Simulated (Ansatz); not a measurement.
Predict the output of the script below (Ansatz 0.2.0, Python API).

Script `ch4s2.py`:
```python
"""One bond of CH4S2 held at set lengths while the rest relaxes."""

import logging
import sys

import ansatz as az
import numpy as np

logging.basicConfig(stream=sys.stdout, format="[%(levelname)s] %(message)s")
logger = logging.getLogger("ansatz_job")
logger.setLevel(logging.INFO)

geometry_ang = [
    ("C", (-0.718, 0.5016, -0.2244)),
    ("S", (0.4276, 0.3508, 1.1056)),
    ("S", (1.8758, -0.7429, 0.1813)),
    ("H", (-1.0571, -0.418, -0.5733)),
    ("H", (-0.3177, 1.0779, -1.094)),
    ("H", (-1.6196, 1.1416, 0.1267)),
    ("H", (1.4703, -1.979, 0.4324)),
]
geometry = az.Crystal.molecule()
for symbol, xyz in geometry_ang:
    geometry = geometry.atom(symbol, xyz)

base = geometry.calculation().basis(gaussian="def2-SVP").functional("hf")
symbols = [site.symbol for site in geometry.cartesian_sites]
pairs = [(0, 1), (0, 3), (0, 4), (0, 5), (1, 2), (2, 6)]
print("held (A)   E (eV)        ", "  ".join(f"{symbols[i]}{i}-{symbols[j]}{j}" for i, j in pairs))
for length in [0.96, 1.04, 1.12, 1.25, 1.4]:
    data = base.relax(constraints=[az.DistanceConstraint((0, 3), at=length)], force_tolerance=0.02, max_steps=60).run(threads=1, pin="off").report
    xyz = np.array(data["positions_ang"])
    print(f"{length:6.2f} {data['free_energy_ev']:14.5f}  ", "  ".join(f"{np.linalg.norm(xyz[i] - xyz[j]):.3f}" for i, j in pairs))
```

Running `python ch4s2.py` prints:
```text
held (A)   E (eV)         C0-S1  C0-H3  C0-H4  C0-H5  S1-S2  S2-H6
DeckWarning: relax.constraints: the input's atoms, or those drawn, lie off the distances that are held; a relaxation that starts there is brought onto them ahead of its first SCF, by positions alone, [...]
  0.96   -22720.30522   1.816  0.960  1.087  1.090  2.074  1.337
  1.04   -22720.64603   1.815  1.040  1.087  1.090  2.074  1.337
  1.12   -22720.67431   1.812  1.120  1.087  1.090  2.074  1.337
  1.25   -22720.33447   1.807  1.250  1.087  1.089  2.072  1.337
  1.40   -22719.66038   1.798  1.400  1.086  1.088  2.071  1.337
```
(Warnings from the package without file and line, shortened, repeats left out.)

Caveats:
- The settings weren't tested for convergence.
- The energies are electronic: no zero-point or thermal terms, and the basis set is short of its limit.
- Hardware and time: 30 s on 1 thread of Arm Neoverse V2, with other jobs on the host, peak memory 0.19 GiB.
